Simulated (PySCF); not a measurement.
Gas-phase reaction: 2 CH3OH + C4H10 (isobutane) → 3 C2H6 + O2

Energies from PySCF (xtb for GFN2), thermal terms from the rigid-rotor harmonic-oscillator model, ideal gas at 1 bar. 'Table' is the NASA 1993 thermochemical table (part measured, part estimated). † marks an energy on the PBE0/def2-TZVP geometry and frequencies; other levels use their own. MP2 freezes the core. Open shells (unrestricted): O2 (multiplicity 3); the rest are closed-shell singlets. GFN2 has no spin-polarisation term. MP2 isn't extrapolated to the basis-set limit; its ΔH°(298 K) is 244.0 kJ in def2-SVP and 291.8 kJ in def2-TZVPP. The harmonic model lacks anharmonicity and excited electronic states, which grow with temperature; levels with a mode under 35 cm⁻¹ are left out. Internal rotation in CH3OH, C4H10 (isobutane), C2H6 is treated as a harmonic vibration of one conformer, which makes the entropy rough.

```json
[
 {"level": "table", "ΔH°(298 K), kJ": "285.3", "minus table": "-", "ΔG°(600 K), kJ": "214.8"},
 {"level": "GFN2-xTB", "ΔH°(298 K), kJ": "537.0", "minus table": "251.7", "ΔG°(600 K), kJ": "466.3"},
 {"level": "MP2/def2-SVP†", "ΔH°(298 K), kJ": "244.0", "minus table": "-41.3", "ΔG°(600 K), kJ": "173.4"},
 {"level": "PBE/def2-SVP", "ΔH°(298 K), kJ": "212.2", "minus table": "-73.1", "ΔG°(600 K), kJ": "140.4"},
 {"level": "PBE0/def2-TZVP", "ΔH°(298 K), kJ": "239.9", "minus table": "-45.4", "ΔG°(600 K), kJ": "169.3"},
 {"level": "r2SCAN/def2-TZVP†", "ΔH°(298 K), kJ": "227.6", "minus table": "-57.7", "ΔG°(600 K), kJ": "157.0"},
 {"level": "ωB97M-V/def2-TZVP†", "ΔH°(298 K), kJ": "263.2", "minus table": "-22.1", "ΔG°(600 K), kJ": "192.6"},
 {"level": "ωB97X-V/def2-TZVP†", "ΔH°(298 K), kJ": "246.3", "minus table": "-39.0", "ΔG°(600 K), kJ": "175.8"}
]
```
